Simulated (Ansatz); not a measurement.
The input, for Ansatz 0.2.0:

```yaml
crystal:
  periodic: [false, false, false]
  atoms:
    - {symbol: Si, position_ang: [0.000000, 0.000000, 0.000000]}
    - {symbol: As, position_ang: [0.000000, 0.000000, 2.289000]}
basis:
  gaussian: {orbitals: aug-cc-pVDZ}
magnetization: {spin_polarized: true, initial_magnetization: 1}
hamiltonian: {xc: hf}
scf: {lower_state_search: light}
output: {forces: true, orbitals: {seedname: orbitals}}
```

```sh
$ ansatz run in.yaml --threads 1 --pin off --events-out ev --progress --plain --max-ram 2393MiB
```

Output:

```
709 factors; integrals over basis functions are off by at most 6.3e-4 eV
mean field evaluation 1: about -68653.5507 eV, gradient 1.0e1 eV
mean field evaluation 2: about -68653.5509 eV, gradient 1.0e1 eV
mean field evaluation 4: about -68654.7211 eV, gradient 1.6e0 eV
mean field evaluation 8: about -68654.7730 eV, gradient 3.1e-1 eV
mean field evaluation 16: about -68655.5417 eV, gradient 1.4e0 eV
mean field evaluation 32: about -68655.9861 eV, gradient 8.6e-6 eV
mean field evaluation 64: about -68653.5507 eV, gradient 1.0e1 eV
mean field evaluation 96: about -68655.9065 eV, gradient 7.9e-1 eV
mean field evaluation 128: about -68654.9545 eV, gradient 2.1e0 eV
mean field evaluation 160: about -68655.7548 eV, gradient 3.1e0 eV
mean field evaluation 192: about -68655.9860 eV, gradient 5.8e-2 eV
mean field evaluation 224: about -68654.7625 eV, gradient 4.3e-2 eV
mean field evaluation 256: about -68655.7561 eV, gradient 6.3e-3 eV
mean field -68655.98613132 eV, -2523.0609536273 hartree, gradient 8.8e-6 eV, S^2 1.372816; 10 other end points of the search recorded, 0 dependent functions left out
the calculation of the forces begins
reference -68655.98613132 eV, -2523.0609536273 hartree; 24, 23 occupied and 39, 40 virtual orbitals, 709 factors
Total energy: -68655.98613132 eV, -2523.0609536273 hartree
Atom 0 at     0.000000     0.000000     0.000000 Å, force    -0.000000     0.000000     0.256819 eV/Å
Atom 1 at     0.000000     0.000000     2.289000 Å, force     0.000000    -0.000000    -0.256819 eV/Å
Dipole moment:     0.021938     0.000000    -0.118268 e Å
```

Forces (eV/Å):
```
Si   0.000  0.000  0.257
As   0.000  0.000 -0.257
```

Ran on 1 thread of Arm Neoverse V1, shared host: 11 s wall, 0.19 GiB peak host memory.
